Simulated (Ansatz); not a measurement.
# CH4MgS: the cost of one run

Computed with Ansatz 0.2.0, Gaussian basis. Level: unrestricted cation, the program's frozen cores in correlated methods.

Plan: UKS PBE-D4/def2-TZVPP; UKS r2SCAN-D4/def2-TZVPP; UKS PBE0-D4/def2-TZVPP; UKS B3LYP-D4/def2-TZVPP; UKS wB97X-V/def2-TZVPP; UKS wB97M-V/def2-TZVPP; UKS B2PLYP/def2-TZVPP; UHF-CCSD(T)/def2-TZVPP; UHF-CCSD(T)/def2-QZVPP; extrapolation to the limit; then −ε(HOMO) from the neutral's earlier runs with LDA (SPW92), PBE-D4, revPBE-D4, BLYP-D4, r2SCAN-D4, B97M-V, PBE0-D4, B3LYP-D4, r2SCANh-D4, r2SCAN0-D4, HSE06-D4, BHLYP-D4, CAM-B3LYP-D4, LC-ωPBE, ωB97X-V, ωB97M-V.

**1. The geometry**

An earlier PBE0-D4 in a triple-zeta def2 set relaxation fixed the geometry.

7 atoms, charge 0, spin multiplicity 1.

Atoms are counted from 1 here; the program's logs count them from 0.

Bond lengths: C1–S2 1.827 Å, C1–H4 1.090 Å, C1–H5 1.090 Å, C1–H6 1.090 Å, S2–Mg3 2.293 Å, Mg3–H7 1.696 Å. Angles: S2–C1–H4 112.0°, S2–C1–H5 112.0°, S2–C1–H6 107.0°, H4–C1–H5 109.6°, H4–C1–H6 108.1°, H5–C1–H6 108.1°, C1–S2–Mg3 103.6°, S2–Mg3–H7 179.9°.

**2. Cation, UKS PBE-D4/def2-TZVPP**

Contents of in.yaml:

```yaml
crystal:
  periodic: [false, false, false]
  atoms:
    - {symbol: C, position_ang: [-0.843840, 0.824049, -0.114073]}
    - {symbol: S, position_ang: [-0.311369, -0.283124, 1.238437]}
    - {symbol: Mg, position_ang: [1.426638, -1.463358, 0.319100]}
    - {symbol: H, position_ang: [-1.196799, 0.266899, -0.981838]}
    - {symbol: H, position_ang: [-0.051212, 1.508142, -0.417015]}
    - {symbol: H, position_ang: [-1.674758, 1.417401, 0.267410]}
    - {symbol: H, position_ang: [2.712641, -2.338009, -0.357721]}
basis:
  gaussian: {orbitals: def2-TZVPP}
total_charge: 1
magnetization: {spin_polarized: true, initial_magnetization: 1}
hamiltonian: {xc: pbe, dispersion: d4}
```

Command:

```console
> ansatz run in.yaml --threads 2 --pin off --events-out ev --progress --plain --max-ram 32768MiB --backend cpu
```

**Question.** How long does this run take on 2 threads of AMD EPYC 7R13, shared host, and how much memory does it need?

About 6 s, with a peak of 0.36 GiB.
